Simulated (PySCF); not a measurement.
1-methylcyclopropanemethanol, C5H10O.
Geometry (PBE0-D3(BJ)/def2-SVP, Å), atoms numbered from 1 in this order:
```
atom  x, y, z in Å
C1    -0.7508   -1.4736   -0.5030
C2    -0.1955   -0.1528   -0.0295
C3     1.1758   -0.2415    0.5998
O4     2.1439   -0.7493   -0.2783
C5    -0.4914    1.0863   -0.8365
C6    -1.1356    0.8847    0.5051
H7    -0.0377   -1.9662   -1.1809
H8    -1.7044   -1.3433   -1.0360
H9    -0.9271   -2.1520    0.3476
H10    1.1479   -0.9284    1.4620
H11    1.4602    0.7560    0.9942
H12    2.1156   -0.2083   -1.0754
H13   -1.1128    0.9815   -1.7302
H14    0.2832    1.8558   -0.9196
H15   -0.7987    1.5119    1.3358
H16   -2.2007    0.6391    0.5354
```

Level of theory: PBE0-D3(BJ)/def2-SVP geometry optimisation, gas phase (PySCF 2.14.0).

Take the most abundant isotopes and a rigid rotor. The values belong to one conformer with, in the numbering `[CH3:1][C:2]1([CH2:3][OH:4])[CH2:5][CH2:6]1`, C1–C2–C3–O4 60°, C2–C3–O4–H 54°.

Question: Give the principal moments of inertia and the rotational constants in MHz.

Answer: Ia = 94.96, Ib = 176.06, Ic = 210.03 u·Å²; 505379 MHz·u·Å²/I gives A = 5322, B = 2870, C = 2406 MHz.

Question: What kind of rotor is it?

Answer: An asymmetric top. Ray's parameter κ = (2B − A − C)/(A − C) = -0.682; −1 is the prolate and +1 the oblate limit.

Question: Is it planar, by Δ = Ic − Ia − Ib?

Answer: Not planar: Δ = Ic − Ia − Ib = -60.99 u·Å². For a rigid frame Δ = −2 Σ m c², so Σ m c² = 30.50 u·Å² lies off the ab plane: 12.18 from hydrogen and 18.32 from heavier atoms. The atom farthest from that plane is 1.66 Å away.

Question: Give the other two planar moments, Paa and Pbb, and the rms extents of the mass along the axes.

Answer: Paa = Σ m a² = (Ib + Ic − Ia)/2 = 145.57 and Pbb = Σ m b² = (Ia + Ic − Ib)/2 = 64.46 u·Å². With the mass M = 86.07 u, the rms extents √(P/M) along a, b and c are 1.30, 0.87, 0.60 Å.

Question: Predict some low-J microwave lines.

Answer: The dipole components are |μa| = 1.34 D, |μb| = 0.47 D, |μc| = 0.52 D. Intensities carry the squares of the components, which stand as 1.00 : 0.12 : 0.15 (a : b : c). Some lines, for components of 0.1 D or more:

```tsv
type	branch	J(Ka,Kc)	MHz	lower level (cm⁻¹)
a	Q	1(1,0) ← 1(1,1)	464	0.258
c	Q	2(1,2) ← 2(0,2)	2047	0.526
b	Q	1(1,0) ← 1(0,1)	2916	0.176
b	Q	3(2,1) ← 3(1,2)	6992	1.191
c	Q	2(2,1) ← 2(1,1)	7355	0.641
b	Q	2(2,0) ← 2(1,1)	7415	0.641
c	R	1(1,0) ← 0(0,0)	8193	0.000
b	R	3(1,2) ← 2(2,1)	9131	0.886
a	R	2(1,2) ← 1(1,1)	10089	0.258
b	R	3(0,3) ← 2(1,2)	13549	0.594
a	R	3(2,2) ← 2(2,1)	15830	0.886
a	R	3(1,2) ← 2(1,1)	16486	0.641
b	R	3(1,3) ← 2(0,2)	17146	0.526
c	R	2(2,0) ← 1(1,0)	18433	0.273
b	R	2(2,0) ← 1(1,1)	18897	0.258
c	R	3(1,2) ← 2(0,2)	19926	0.526
c	R	3(2,2) ← 2(1,2)	24578	0.594
c	R	3(3,1) ← 2(2,1)	29285	0.886
b	R	3(3,0) ← 2(2,1)	29290	0.886
```

Question: Estimate the classical rotational partition function at 10 K, 200 K and 298.15 K.

Answer: Point group C1, symmetry number σ = 1; q = (√π/σ)·√((kT/h)³/(ABC)), k/h = 20836.6 MHz/K: 879 at 10 K, 78600 at 200 K, 143000 at 298.15 K.

PBE0-D3(BJ)/def2-SVP frequencies: not computed here. Zero-point vibration and centrifugal distortion are left out. A rigid rotor knows nothing of internal rotation, which can split or shift real lines.
